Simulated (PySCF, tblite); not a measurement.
# Complex of alane and hydrogen sulfide

A gas-phase complex of alane and hydrogen sulfide; neutral, singlet. The structure comes from a short search (6 tight-binding starts) and was relaxed by PBE0-D3(BJ)/def2-TZVPD; another way of binding may lie lower. Frequencies by PBE0-D3(BJ)/def2-TZVPD show no clear imaginary mode.

```tsv
part	name	SMILES	atoms	charge	multiplicity
1	alane	[AlH3]	1–4	0	1
2	hydrogen sulfide	S	5–7	0	1
```

| atom | part | x (Å) | y (Å) | z (Å) |
| --- | --- | --- | --- | --- |
| Al1 | 1 | -0.114 | 0.012 | 0.048 |
| H2 | 1 | 0.281 | 1.542 | -0.173 |
| H3 | 1 | 0.771 | -0.888 | 1.025 |
| H4 | 1 | -0.996 | -0.718 | -1.065 |
| S5 | 2 | -1.941 | 0.486 | 1.748 |
| H6 | 2 | -2.510 | -0.732 | 1.735 |
| H7 | 2 | -2.846 | 0.988 | 0.890 |

Contacts between parts, classed by geometry: Al1···S5 2.540 Å (coordination).

Interaction energies are complex less parts, with the parts frozen as they stand in it; counterpoise-corrected, in kcal/mol (PySCF). The CCSD(T) estimate is Hartree-Fock/aug-cc-pVQZ, plus the MP2 correlation part extrapolated as X⁻³ from aug-cc-pVTZ and aug-cc-pVQZ, plus CCSD(T) less MP2 in aug-cc-pVDZ; noble-gas cores are frozen. It isn't the exact limit.

| level | interaction | superposition error removed |
| --- | --- | --- |
| Hartree-Fock/aug-cc-pVQZ | -10.26 | - |
| wB97M-D3(BJ)/def2-TZVPD | -15.27 | -0.19 |
| PBE0-D3(BJ)/def2-TZVPD | -17.40 | -0.16 |
| MP2/aug-cc-pVQZ | -15.36 | -0.37 |

(1) What does CCSD(T) at its estimated basis limit give, and which of these levels comes nearest?

(2) What holds them together? Decompose the wB97M-D3(BJ)/def2-TZVPD energy: frozen parts, their antisymmetrised product, then relaxation.

The parts were also relaxed and run alone, at the levels used for the complex: shieldings by PBE0/pcSseg-2; core levels by delta-SCF with SCAN, pcX-2 on the ionised atom and pcseg-1 elsewhere, spin-free X2C (2p3/2 is the spin-free 2p value less a third of a first-order spin-orbit splitting).

Values alone: shielding of Al1 (ppm): 277.7; shielding of S5 (ppm): 712.6; Al1 2p3/2 core level (eV): 81.02; S5 2p3/2 core level (eV): 170.37.

(3) How do these values change when the complex forms?

(4) What are the binding energy from relaxed parts (wB97M-D3(BJ)/def2-TZVPD), and ΔH and ΔG of association at 298.15 K and 1 atm?

Answers

(1) -15.23 kcal/mol. wB97M-D3(BJ)/def2-TZVPD and MP2/aug-cc-pVQZ come equally near, within the error of the estimate; the errors are Hartree-Fock/aug-cc-pVQZ +4.98, wB97M-D3(BJ)/def2-TZVPD -0.03, PBE0-D3(BJ)/def2-TZVPD -2.16, MP2/aug-cc-pVQZ -0.13.

(2) electrostatic -28.6, Pauli repulsion +36.2, orbital relaxation -21.5, dispersion correction -1.5 kcal/mol, which sum to the value before the counterpoise correction; the Pauli term holds the exchange-correlation of the frozen density too. Of the attraction, 55 % is electrostatic, 42 % is orbital relaxation, 3 % is dispersion correction.

(3) 
```tsv
property	alone	in the complex	change
shielding of Al1 (ppm)	277.7	417.9	+140.2
shielding of S5 (ppm)	712.6	668.5	-44.2
Al1 2p3/2 core level (eV)	81.02	79.39	-1.63
S5 2p3/2 core level (eV)	170.37	171.77	+1.40
```

(4) -13.22 kcal/mol, -10.55 with zero-point energy; ΔH -11.4 and ΔG -3.2 kcal/mol, from harmonic vibrations by PBE0-D3(BJ)/def2-TZVPD with low modes damped.

The 6 runs behind this took 5.2 min in all, one thread each of Arm Neoverse V1 on a shared host, launched as `OMP_NUM_THREADS=1 python cluster_run.py task.json out`.
